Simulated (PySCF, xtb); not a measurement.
Homolysis of single bonds, series Al Cl-SH. All species are isolated molecules in the gas phase. One relaxed conformer stands for each flexible species; it need not be the lowest. Strings in code marks are SMILES.

Quantity: homolytic bond dissociation enthalpy at 298 K (no spin–orbit term), in kcal/mol. Thermal and zero-point terms are GFN2-xTB rigid-rotor harmonic values (xtb).

Case: Al–Cl bond of `[SH][Al]([Cl])[Cl]` (H–S–Al–Cl torsion 0°), giving `[Cl]` and `[SH][Al][Cl]` (H–S–Al–Cl torsion 180°). Geometry of `[SH][Al]([Cl])[Cl]` (neutral, multiplicity 1, Å):

```xyz
5

S      1.4556    -0.9000     0.0630
Al    -0.5250    -0.0601    -0.0211
Cl    -0.8220     1.9956    -0.0416
Cl    -2.1548    -1.3401    -0.0823
H      2.0463     0.3045     0.0821
```

### Question
Give the homolytic bond dissociation enthalpy at 298 K (no spin–orbit term) at the level TPSSh-D3(BJ)/def2-TZVP // CAM-B3LYP-D3(BJ)/def2-TZVP (PySCF).

### Answer
112.7 kcal/mol.
